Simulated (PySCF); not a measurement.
# M06-L/def2-TZVPPD run of BF (SMILES [B]F)

What is the vertical electron affinity of BF at M06-L/def2-TZVPPD? 

The calculation is run with PySCF 2.14.0.

4 further runs of the same task are left out: 4 set aside as unsound or not needed.

### 1 The structure to begin with

BF: 2 atoms, total charge 0, spin state singlet. SMILES: `[B]F`. Geometry: relaxed at PBE0-D4/def2-TZVP.

Bond lengths: B1–F2 1.263 Å.

### 2 The energy at M06-L/def2-TZVPPD

File job.py:

```python
# 13768-60-0
from pyscf import gto, dft

molecule = gto.Mole()
molecule.atom = '''
B      0.000000     0.000000    -0.017669
F      0.000000     0.000000     2.369225
'''
molecule.verbose = 3
molecule.basis = 'def2-tzvppd'
molecule.unit = 'bohr'
molecule.charge = 0
molecule.max_memory = 1860
molecule.build()

ks = dft.RKS(molecule)
ks.xc = 'm06-l'
ks.conv_tol = 1e-10
ks.grids.level = 5
ks.kernel()
if not ks.converged:
    ks = ks.newton().run(ks.mo_coeff, ks.mo_occ)

e_final = ks.e_tot
print('E(%s) = %.9f' % ('M06-L', e_final))
```

On the command line:

```sh
$ OMP_NUM_THREADS=1 python job.py
```

The log of the run:

```text
converged SCF energy = -124.692136394703
E(M06-L) = -124.692136395
```

Run time: 7.2 s. Hardware: 1 thread of Arm Neoverse V2, shared host; peak memory 0.4 GiB.

### 3 The doublet anion

File run.py:

```python
from pyscf import gto, dft

system = gto.M(
    atom='''
B    0.000000   0.000000  -0.009350
F    0.000000   0.000000   1.253740
''',
    basis='def2-tzvppd',
    spin=1,
    charge=-1,
    verbose=3,
    max_memory=1860,
)

ks = dft.UKS(system, xc='m06-l')
ks.conv_tol = 1e-10
ks.grids.level = 5
ks.kernel()
if not ks.converged:
    ks = ks.newton().run(ks.mo_coeff, ks.mo_occ)

e_tot = ks.e_tot
print('E = %.10f Eh' % e_tot)
```

On the command line:

```sh
$ OMP_NUM_THREADS=1 python run.py
```

The log of the run:

```text
WARN: HOMO -0.0676698999944538 >= LUMO -0.0676698999944746

converged SCF energy = -124.646154259811  <S^2> = 0.75740668  2S+1 = 2.007393
E = -124.6461542598 Eh
```

Run time: 18 s. Hardware: 1 thread of Arm Neoverse V2, shared host; peak memory 0.4 GiB.

### 4 Summary of results

At M06-L/def2-TZVPPD:

```
                                         quantity          value
                         singlet BF: total energy  -124.69214 Eh
                        singlet BF: dipole moment         1.11 D
                          singlet BF: HOMO energy       -6.92 eV
                          singlet BF: LUMO energy       -1.62 eV
                        singlet BF: HOMO–LUMO gap        5.30 eV
                      doublet anion: total energy  -124.64615 Eh
doublet anion: HOMO energy (highest over α and β)        3.96 eV
 doublet anion: LUMO energy (lowest over α and β)        4.41 eV
                              doublet anion: ⟨S²⟩          0.757
vertical electron affinity (to the doublet anion)      -1.251 eV
```

The anion lies 1.25 eV (29 kcal/mol) above the neutral: the electron isn't bound at this level, and such a value depends on the basis. The HOMO (doublet anion) lies at positive energy, 3.96 eV, as semi-local functionals often give for anions; only total energies tell whether the electron is bound.
